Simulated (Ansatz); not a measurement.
Reaction (SMILES): F (HF) → F atom + H atom
B3LYP-D3(BJ)/def2-TZVP geometries, fixed; electronic energies without zero-point terms.
Largest species:
```
F
H 1 0.9245
```
Charge 0, spin multiplicity 1.

Basis-set convergence of the bond dissociation energy at PBE0 with Ansatz (a program for electronic structure). Cartesian d functions, on some or all atoms, in 6-31G*, 6-31+G*; all else is spherical. The program fits the integrals of some runs and decomposes those of others, by size. Open shells are unrestricted. No added dispersion term, no relativity. Functions are those of the species that has most. Reference: the value in aug-cc-pV5Z, 136.94 kcal/mol, itself unsure by roughly 0.05 kcal/mol (its mean distance from pcseg-4, aug-pcseg-3, aug-cc-pVQZ). Deviations are taken from unrounded values.

```
basis        functions  bond dissociation energy (kcal/mol)
-----------  ---------  -----------------------------------
6-31G*              17                               126.41
6-31+G*             21                               130.95
cc-pVDZ             19                               128.74
aug-cc-pVDZ         32                               135.53
def2-SVP            19                               131.15
def2-SVPD           31                               137.36
pcseg-1             19                               131.35
aug-pcseg-1         32                               135.92
6-311G**            24                               132.23
6-311+G**           28                               135.46
def2-TZVP           37                               134.68
def2-TZVPD          49                               136.01
cc-pVTZ             44                               135.01
aug-cc-pVTZ         69                               136.75
pcseg-2             44                               136.60
aug-pcseg-2         69                               137.10
def2-TZVPP          45                               136.04
def2-TZVPPD         57                               136.90
cc-pVQZ             85                               136.28
aug-cc-pVQZ        126                               136.95
def2-QZVPP          87                               136.64
def2-QZVPPD         99                               136.90
pcseg-3             93                               137.02
aug-pcseg-3        134                               137.04
cc-pV5Z            146                               136.77
aug-cc-pV5Z        207                               136.94
```

What the diffuse functions change, pair by pair:
- 6-31G* to 6-31+G*: 4 more functions, deviation -10.52 to -5.99 kcal/mol
- cc-pVDZ to aug-cc-pVDZ: 13 more functions, deviation -8.19 to -1.41 kcal/mol
- def2-SVP to def2-SVPD: 12 more functions, deviation -5.79 to 0.43 kcal/mol
- pcseg-1 to aug-pcseg-1: 13 more functions, deviation -5.59 to -1.01 kcal/mol
- 6-311G** to 6-311+G**: 4 more functions, deviation -4.70 to -1.48 kcal/mol
- def2-TZVP to def2-TZVPD: 12 more functions, deviation -2.25 to -0.92 kcal/mol
- cc-pVTZ to aug-cc-pVTZ: 25 more functions, deviation -1.92 to -0.18 kcal/mol
- pcseg-2 to aug-pcseg-2: 25 more functions, deviation -0.33 to 0.16 kcal/mol
- def2-TZVPP to def2-TZVPPD: 12 more functions, deviation -0.90 to -0.04 kcal/mol
- cc-pVQZ to aug-cc-pVQZ: 41 more functions, deviation -0.66 to 0.02 kcal/mol
- def2-QZVPP to def2-QZVPPD: 12 more functions, deviation -0.30 to -0.04 kcal/mol
- pcseg-3 to aug-pcseg-3: 41 more functions, deviation 0.08 to 0.10 kcal/mol
- cc-pV5Z to aug-cc-pV5Z: 61 more functions, deviation -0.17 to 0.00 kcal/mol

Leaving out the reference's own pair, they bring the value nearer the reference by more than 0.05 kcal/mol in 11 of 12 pairs.
